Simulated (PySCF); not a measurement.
# H₂SO: fields on a plane

Method: PBE0 in PySCF with S def2-TZVP, O def2-TZVP, H def2-TZVP; no relativity; density-fitted integrals.

The singlet minimum has S–H 1.382 Å (×2), S–O 1.476 Å; H–S–H 87.1°, H–S–O 108.8° (×2).

The plane holds S1 at (0.00, 0.00), O2 at (1.48, 0.00), H3 at (-0.44, 1.31) Å. Columns run from x = -2.55 to 3.75 Å, rows from y = 3.75 (top) to -1.95 Å, in steps of 0.3 Å. Other isomers or separated fragments may lie lower.

**Question.** Give the electron localisation function (set to 0 where the density is under 0.005 e/Å³). Every second row and column.

**Answer.** 
```
0.00 0.00 0.00 0.00 0.00 0.00 0.00 0.00 0.00 0.00 0.00
0.00 0.00 0.00 0.00 0.00 0.00 0.00 0.00 0.00 0.00 0.00
0.00 0.00 0.00 0.89 0.85 0.00 0.00 0.00 0.00 0.00 0.00
0.00 0.00 0.96 0.99 0.99 0.40 0.00 0.00 0.00 0.00 0.00
0.00 0.00 0.91 1.00 1.00 0.38 0.06 0.38 0.29 0.00 0.00
0.00 0.01 0.25 0.88 0.92 0.49 0.63 0.85 0.68 0.16 0.00
0.00 0.01 0.20 0.45 0.86 0.09 0.68 0.12 0.79 0.23 0.00
0.00 0.06 0.57 0.91 0.09 0.32 0.77 0.87 0.74 0.17 0.00
0.00 0.00 0.61 0.90 0.89 0.41 0.43 0.70 0.47 0.07 0.00
0.00 0.00 0.26 0.63 0.51 0.09 0.07 0.20 0.11 0.00 0.00
```

**Question.** Give the electron density (e/Å³) (cut at 5 e/Å³). Every second row and column.

**Answer.** 
```
0.00 0.00 0.00 0.00 0.00 0.00 0.00 0.00 0.00 0.00 0.00
0.00 0.00 0.00 0.00 0.00 0.00 0.00 0.00 0.00 0.00 0.00
0.00 0.00 0.00 0.01 0.01 0.00 0.00 0.00 0.00 0.00 0.00
0.00 0.00 0.02 0.11 0.12 0.03 0.01 0.00 0.00 0.00 0.00
0.00 0.00 0.06 0.80 1.03 0.15 0.05 0.05 0.02 0.00 0.00
0.00 0.01 0.07 0.67 1.43 0.66 0.65 0.81 0.17 0.02 0.00
0.00 0.01 0.09 0.73 5.00 2.34 3.70 5.00 0.64 0.03 0.00
0.00 0.01 0.09 0.73 2.17 1.20 1.97 3.31 0.37 0.02 0.00
0.00 0.00 0.03 0.18 0.36 0.23 0.20 0.20 0.06 0.01 0.00
0.00 0.00 0.01 0.02 0.03 0.02 0.02 0.01 0.01 0.00 0.00
```
